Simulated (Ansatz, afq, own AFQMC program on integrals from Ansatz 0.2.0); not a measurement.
## Where AFQMC and coupled cluster stand for AlGeH2, quartet

```xyz
4

Ge    0.0000    0.0000    0.6140
Al    0.0000    0.0000   -1.7653
H     0.0000   -1.2613    1.5036
H     0.0000    1.2613    1.5036
```

Connectivity, by distances: GeH2–Al.

Basis cc-pVDZ. Only valence electrons are correlated. AFQMC by an in-house program on the Cholesky factors that Ansatz 0.2.0 writes for its CCSD(T) run. The CISD trial takes its coefficients from CCSD amplitudes. Released means that phaseless walkers are propagated on without the constraint, phases kept. Uncertainties: one standard error, sampling alone. No spin–orbit coupling.

Determinant: UHF, the one that the program's search chose, which needn't be the lowest solution. The geometry is a point of a scan.

No full CI on the walks' own integrals is used here; CCSDT(Q) serves as the reference and is uncertain by about the last step of the cluster series.

Cautions: no relativity below Rb; no spin-orbit coupling; inner d shell frozen; lower spins were not checked; the ph-AFQMC/HF walk drifts between its halves (2.1 errors).

- T1 diagnostic: 0.0286
- weight of the determinant in the CISD state: 0.883
- ⟨S²⟩ of the determinant: 3.761
- size of the correlated space: 9 electrons in 36 orbitals

```csv
level,correlation energy (eV)
MP2,-2.9920
CCSD,-3.8390
CCSD(T),-3.9644
```

Q: Estimate where phaseless AFQMC with a CISD trial lies against CCSD(T) on the same integrals.

A: 22.1 ± 6.0 meV below CCSD(T).

Reference: CCSDT(Q), correlation energy -4.007 eV. The released energy is read at 2.40 1/Eh (meV from the phaseless value at times in 1/Eh: -9 ± 8 at 0.24, -8 ± 8 at 0.51, -26 ± 9 at 0.99, -7 ± 9 at 1.62, 6 ± 12 at 2.40).

| level | E − E(reference) (meV) | share of correlation (%) |
| --- | --- | --- |
| CCSD(T) | 42.5 | 98.94 |
| CCSDT | 6.9 | 99.83 |
| ph-AFQMC/HF | 45.1 ± 29.3 | 98.88 |
| ph-AFQMC/CISD | 20.3 ± 6.0 | 99.49 |
| released AFQMC | 25.9 ± 11.6 | 99.35 |

A walk keeps the symmetry of its determinant, which the program's search chose and which needn't be the lowest solution, so a lower state of the same spin and another symmetry isn't excluded. Released energies are given only where the last usable release times agree within the noise; a slower fall can still hide under it.
